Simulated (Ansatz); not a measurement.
# CH6AlF: the cost of one run

Method: RKS B3LYP-D4/def2-SVP, in Ansatz 0.2.0.

**1. The structure to begin with**

Bond lengths: Al1–C2 2.290 Å, Al1–H3 1.537 Å, Al1–H4 1.539 Å, Al1–H5 1.811 Å, Al1–F6 2.108 Å, C2–H7 1.092 Å, C2–H8 1.103 Å, C2–H9 1.091 Å. Angles (14 of 16 angles, heavy atoms first): C2–Al1–F6 72.6°, Al1–C2–H7 124.0°, Al1–C2–H8 80.3°, Al1–C2–H9 124.3°, C2–Al1–H3 121.8°, C2–Al1–H4 109.3°, C2–Al1–H5 37.6°, H3–Al1–F6 108.9°, H4–Al1–F6 118.6°, H5–Al1–F6 35.1°, H7–C2–H8 105.2°, H7–C2–H9 107.9°, H8–C2–H9 105.8°, H3–Al1–H4 117.9°.

As a file:

```xyz
9

Al   -0.3480   -1.1650    0.1734
C    -0.0032    1.0838   -0.0905
H    -1.0547   -2.0083   -0.8993
H    -0.6680   -1.4615    1.6489
H     0.9145    0.0498   -0.2836
F     1.6666   -0.8985   -0.3873
H     0.5558    1.7030    0.6141
H    -1.0431    1.0966    0.2760
H    -0.0198    1.6001   -1.0517
```

**2. Pulling towards end A**

Springs on the bonds that form and break draw the guess towards this end; the thresholds are loose.

File input.yaml:

```yaml
crystal:
  periodic: [false, false, false]
  atoms:
    - { symbol: Al, position_ang: [-0.348, -1.165, 0.1734] }
    - { symbol: C, position_ang: [-0.0032, 1.0838, -0.0905] }
    - { symbol: H, position_ang: [-1.0547, -2.0083, -0.8993] }
    - { symbol: H, position_ang: [-0.668, -1.4615, 1.6489] }
    - { symbol: H, position_ang: [0.9145, 0.0498, -0.2836] }
    - { symbol: F, position_ang: [1.6666, -0.8985, -0.3873] }
    - { symbol: H, position_ang: [0.5558, 1.703, 0.6141] }
    - { symbol: H, position_ang: [-1.0431, 1.0966, 0.276] }
    - { symbol: H, position_ang: [-0.0198, 1.6001, -1.0517] }
basis:
  gaussian: { orbitals: def2-SVP }
hamiltonian:
  xc: b3lyp
  dispersion: d4
relax:
  f_tol: 0.15
  max_steps: 25
  restrain:
    - { distance: [0, 5], at: 3.08, k: 30.0 }
    - { distance: [4, 1], at: 2.37, k: 30.0 }
    - { distance: [0, 1], at: 1.97, k: 30.0 }
    - { distance: [4, 5], at: 0.88, k: 30.0 }
output:
  orbitals: {}
```

Launch:

```bash
$ ansatz run input.yaml --threads 2 --pin off --max-ram 3072MiB --backend cpu --events-out ev --progress --plain --runs-dir out
```

Q: Estimate wall time and peak memory on 2 threads of Arm Neoverse V1, shared host.

About 16 s, with a peak of 0.14 GiB.
